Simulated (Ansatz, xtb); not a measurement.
**C3H4Cl2: 3 structures ranked**

3 gas-phase structures of C3H4Cl2, from a drawn sample of its isomers (lower ones may exist). Each was relaxed with GFN2-xTB:

A. `Cl[C@@H]1C[C@H]1Cl`, a singlet
B. `ClC1(Cl)CC1`, a singlet
C. `Cl[C@@H]1C[C@@H]1Cl`, a singlet

**Question.** Estimate their order in r2SCAN-D4/def2-SVP energy at these geometries, lowest first.

**Answer.** Calculated order at r2SCAN-D4/def2-SVP: A (0.0), B (4.8), C (7.1) kJ/mol. Less than 1 kcal/mol parts B and C, so the order within that pair means little.

Energies above the lowest of each column, in kJ/mol; the last columns are at B3LYP/def2-SVP geometries:

```json
{"structure": "A", "GFN2-xTB": "4.1", "HF/STO-3G": "0.0", "r2SCAN-D4/def2-SVP": "0.0", "B3LYP/def2-SVP": "0.0", "CCSD(T)/def2-SVP + ΔMP2/def2-TZVPP": "0.0"}
{"structure": "B", "GFN2-xTB": "0.0", "HF/STO-3G": "10.1", "r2SCAN-D4/def2-SVP": "4.8", "B3LYP/def2-SVP": "7.7", "CCSD(T)/def2-SVP + ΔMP2/def2-TZVPP": "6.1"}
{"structure": "C", "GFN2-xTB": "11.9", "HF/STO-3G": "8.2", "r2SCAN-D4/def2-SVP": "7.1", "B3LYP/def2-SVP": "8.3", "CCSD(T)/def2-SVP + ΔMP2/def2-TZVPP": "7.8"}
```

CCSD(T)/def2-SVP + ΔMP2/def2-TZVPP puts A lowest; GFN2-xTB picks B. ΔMP2 is the change of the MP2 energy from the smaller to the larger basis.

Programs: Ansatz 0.2.0, xtb 6.7.1.
